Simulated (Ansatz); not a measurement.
[CH$_{3}$···H···GeH$_{3}$], doublet along the distance C1-H5

Starting geometry:

```xyz
9

C    -2.7563    0.0000    0.0000
H    -3.1195    1.0273    0.0000
H    -3.1195   -0.5137    0.8897
H    -3.1195   -0.5137   -0.8897
H    -1.6667    0.0000    0.0000
Ge    0.5657    0.0000    0.0000
H     1.0343   -1.4659    0.0000
H     1.0343    0.7330   -1.2695
H     1.0343    0.7330    1.2695
```

From there H5 is moved from one fragment to the other while all else, the fragments' distance too, stays fixed; atoms are numbered as listed. Energies are in kcal/mol, counted from the starting geometry at the same level.

Basis cc-pVDZ; Ansatz 0.2.0. Only valence electrons are correlated (noble-gas cores and the filled d shells of p-block atoms frozen). R marks a restricted (for open shells ROHF) determinant, U an unrestricted one. Active spaces: frontier = (9e, 9o) about the gap. No spin–orbit coupling is included, and no scalar relativity.

Runs in a small pair space aren't shown, since their orbitals change along the scan.

Full CI isn't at hand for all of this; UCCSDT(Q) serves as the reference, and is uncertain by about the last step of the cluster series. The frozen core follows each run's orbitals, which can shift R against U totals by a few meV for light atoms and by up to 0.1 eV past Ca.

```csv
distance C1-H5 (Å),UCCSDT(Q),error RHF,error UHF,error RMP2,error UCCSD(T),error BCCD(T),error MRCISD (frontier space)
1.090,0.0,0.0,0.0,0.0,0.0,0.0,0.0
1.190,2.7,2.1,1.7,0.3,0.0,0.0,1.0
1.391,16.4,7.0,3.7,0.7,0.2,0.1,0.3
1.591,24.8,4.8,0.8,2.3,0.2,0.1,0.2
1.792,26.6,-2.3,-3.7,1.9,0.1,0.0,0.0
```

Errors are those of relative energies. In total energy the starting point itself misses UCCSDT(Q) by: RHF 198.4, UHF 197.0, RMP2 35.4, UCCSD(T) 0.8, BCCD(T) 0.9, MRCISD (frontier space) 14.1 kcal/mol.

Spread of the error over the points with a reference, to 1.792 Å (largest less smallest): BCCD(T) 0.1, UCCSD(T) 0.2, MRCISD (frontier space) 1.0, RMP2 2.3, UHF 7.4, RHF 9.3 kcal/mol.
